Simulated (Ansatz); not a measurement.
**CHAlO (triplet): from Hartree-Fock to the top rungs, cc-pVDZ**

The task here is to estimate one member of a computed series from the others.

Computed with Ansatz 0.2.0, Gaussian basis. Level: cc-pVDZ, core rule «outside noble gas», up to 7 orbitals frozen.

Plan: UHF; CCSD(T) on ROHF; CCSD(T) on UHF; BCCD(T) on ROHF; CISD; CCSDT(Q) on ROHF; CCSDT(Q) on UHF.

12 further runs of the same task are left out: 4 that didn't finish, 8 set aside as unsound or not needed.

### The geometry

The geometry is a PBE0/def2-TZVP stationary point (not a proven minimum) of the parent state, kept for this charge and spin.

4 atoms, charge 0, spin multiplicity 3.

Atoms are counted from 1 here; the program's logs count them from 0.

Bond lengths: Al1–C2 1.941 Å, C2–O3 1.271 Å, O3–H4 0.981 Å. Angles: Al1–C2–O3 163.8°, C2–O3–H4 112.9°.

The first run:

in.yaml reads:

```yaml
crystal:
  periodic: [false, false, false]
  atoms:
    - {symbol: Al, position_ang: [-0.009921, -0.160643, 2.198879]}
    - {symbol: C, position_ang: [0.147232, -0.100915, 0.265352]}
    - {symbol: O, position_ang: [-0.026358, -0.287752, -0.980243]}
    - {symbol: H, position_ang: [-0.110953, 0.549310, -1.483988]}
basis:
  gaussian: {orbitals: cc-pVDZ}
magnetization: {spin_polarized: true, initial_magnetization: 2}
hamiltonian: {xc: hf}
output: {orbitals: {seedname: orbitals}}
```

The run is started by

```bash
> ansatz run in.yaml --threads 1 --pin off --events-out ev --progress --plain --max-ram 2393MiB
```

Among the steps run: UHF; CCSD(T) on ROHF; CCSD(T) on UHF; BCCD(T) on ROHF; CISD; CCSDT(Q) on ROHF; CCSDT(Q) on UHF.

One of the session's tables, all rows but one given; the rest of the session is left out.

It belongs to the step «Misses and costs». 

| method | from UCCSDT(Q) (kJ/mol) |
| --- | --- |
| ROHF | +972.8 |
| UHF | +951.5 |
| RMP2 | +114.6 |
| UMP2 | +120.9 |
| CISD | +130.0 |
| RCCSD | ? |
| UCCSD | +33.9 |
| RCCSD(T) | +6.2 |
| UCCSD(T) | +6.3 |
| BCCD(T) | +5.9 |
| RCCSDT | +2.8 |
| UCCSDT | +2.7 |
| RCCSDT(Q) | +0.4 |
| UCCSDT(Q) | 0 |

Q: Estimate the row for RCCSD from the others.

The run gave: from UCCSDT(Q) (kJ/mol): +34.3. In the column «from UCCSDT(Q) (kJ/mol)» it lies between UCCSD (+33.9) and RMP2 (+114.6).

Caveats from the session: Restricted and unrestricted rows rest on different reference determinants; where their highest levels disagree by more than a few hundredths of an eV, they describe different states and don't form one ladder.
